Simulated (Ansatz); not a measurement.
A run of Ansatz (development build ahead of 0.2.0) on singlet CH4O at this shape:

```tsv
atom	x (Å)	y (Å)	z (Å)
C	0.0000	-0.0273	-0.5970
O	0.0000	-0.0604	0.6881
H	0.0000	-0.9832	-0.9301
H	-0.8233	0.4285	-0.9891
H	0.8233	0.4285	-0.9891
H	0.0000	0.7728	0.9856
```

Its results:

```yaml
Converged: yes
Total_energy: -115.06282 hartree
Spin_squared_of_the_determinant: 0.000
```

Problem. Which input gives this output? Name the method, the orbitals and the basis set, and write the input.

Solution. RHF in cc-pVTZ. An unrestricted run that stays on the closed shell gives the same numbers.

```yaml
crystal:
  periodic: [false, false, false]
  atoms:
    - { symbol: C, position_ang: [0.0, -0.02728, -0.597] }
    - { symbol: O, position_ang: [0.0, -0.06038, 0.6881] }
    - { symbol: H, position_ang: [0.0, -0.98316, -0.93009] }
    - { symbol: H, position_ang: [-0.82331, 0.42852, -0.98912] }
    - { symbol: H, position_ang: [0.82331, 0.42852, -0.98912] }
    - { symbol: H, position_ang: [0.0, 0.7728, 0.98555] }
basis:
  gaussian: { orbitals: cc-pVTZ }
hamiltonian:
  xc: hf
```

Caution: no unrestricted run beside it, a lower state can exist.
